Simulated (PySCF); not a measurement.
## Potential energy of NaN⁻ along the bond

Set-up: PySCF, no relativity, basis sets Na def2-SVPD, N def2-SVPD. Energies in eV from Na⁻ + N in their ground configurations at the same level. State: ⁴Σ⁻ (quartet), unpaired electrons σ ↑, π ↑↑.

| R (Å) | M06 | PBE0 |
| --- | --- | --- |
| 2.006 | -0.739 | -0.820 |
| 2.100 | -0.914 | -0.987 |
| 2.193 | -1.010 | -1.074 |
| 2.263 | -1.047 | -1.103 |
| 2.333 | -1.062 | -1.109 |
| 2.403 | -1.060 | -1.099 |
| 2.496 | -1.039 | -1.069 |
| 2.613 | -0.993 | -1.013 |
| 2.753 | -0.922 | -0.934 |
| 2.940 | -0.816 | -0.826 |

Problem. Put a parabola through the three lowest points of the M06 curve and estimate Re, k and ωe (reduced mass 8.702 u; 1 eV/Å² = 0.16022 mdyn/Å; ωe = 1302.8·√(k/μ) cm⁻¹).

Solution. Through R = 2.263, 2.333, 2.403 Å the second-order coefficient is 1.73 eV/Å², so Re ≈ 2.360 Å, k ≈ 0.556 mdyn/Å and ωe ≈ 329 cm⁻¹. A polynomial fit of higher order to the unrounded M06 energies gives Re = 2.358 Å, k = 0.480 mdyn/Å, ωe = 306 cm⁻¹; anharmonicity and rounding make the difference.

The higher-order fit for each curve: M06: Re = 2.358 Å, ωe = 306 cm⁻¹, De = 1.06 eV; PBE0: Re = 2.322 Å, ωe = 330 cm⁻¹, De = 1.11 eV.

For an ion De counts to the pair picked by the measured ionisation energies or electron affinities, which need not be the lowest pair at this level. The highest Kohn–Sham level is positive in this anion. Much of that is self-interaction error, but it also means that the finite basis helps to hold the extra electron. The state is the lowest determinant that a PBE0 search found; another state may lie lower at other levels.
